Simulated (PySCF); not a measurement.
Reaction (SMILES): [SiH][SiH3] (SiH-SiH3) (closed-shell singlet) + 2 [H][H] (H2) → 2 [SiH4] (SiH4)
B3LYP-D3(BJ)/def2-TZVP geometries, fixed; electronic energies without zero-point terms.

Effect of the grid level at wB97M-V/def2-SVP with PySCF, against the last row, where the energy of full hydrogenation is -68.67 kcal/mol.

```tsv
setting	grid points, largest species	largest shift of a total energy (mEh)	shift of the energy of full hydrogenation (kcal/mol)
grids.level: 0	5728	62.713	-1.516
grids.level: 1	22712	-0.018	-0.028
grids.level: 2	45344	0.005	0.001
grids.level: 3	77592	-0.002	0.000
grids.level: 4	120672	0.000	0.000
grids.level: 5	181264	0.000	0.000
grids.level: 7	374552	0.000	0.000
```

Within 0.05 kcal/mol in the energy of full hydrogenation: grids.level: 1; grids.level: 2; grids.level: 3; grids.level: 4; grids.level: 5. The largest shift is 62.713 mEh in a total energy and 1.516 kcal/mol in the difference.
